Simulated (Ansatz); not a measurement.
**Zinc-blende CdSe: polycrystal shear modulus by level of theory**

No measured value is used here.

| level (code) | value (GPa) | cell (Å³/atom) |
|---|---|---|
| LDA (Ansatz) | 16.5 | 27.10 |
| PBE (Ansatz) | 15.1 | 29.73 |
| r²SCAN (Ansatz) | 15.3 | 28.84 |

Each level is taken at its own relaxed cell. Cutoffs differ between the levels. Ansatz's density-functional and Hartree–Fock values are scalar-relativistic unless marked +SOC, with PAW data made under PBE.

Ansatz is a program for electronic structure.
